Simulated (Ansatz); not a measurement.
## Cubic BN: TA phonon frequency at X by level of theory

No measured value is used here.

```tsv
level (code)	value (cm⁻¹)	cell (Å³/atom)
LDA (Ansatz)	(withheld)	5.74
BLYP (Ansatz)	(withheld)	6.06
PBE (Ansatz)	695	5.95
RPBE (Ansatz)	(withheld)	6.05
PBE-D3(BJ) (Ansatz)	698	5.86
r²SCAN (Ansatz)	717	5.88
r²SCAN+rVV10 (Ansatz)	716	5.86
HSE06 (Ansatz)	720	5.81
PBE0 (Ansatz)	720	5.82
```

Problem. Complete the blanks.

Solution. 
- LDA (Ansatz, an electronic-structure program), value (cm⁻¹): 704
- BLYP (Ansatz), value (cm⁻¹): 711
- RPBE (Ansatz), value (cm⁻¹): 690

PBE-D3(BJ): the dispersion coefficients are held fixed in the derivatives. Each level is taken at its own relaxed cell. Cutoffs and k meshes differ between the levels. Ansatz's density-functional and Hartree–Fock values are scalar-relativistic unless marked +SOC, with PAW data made under PBE.
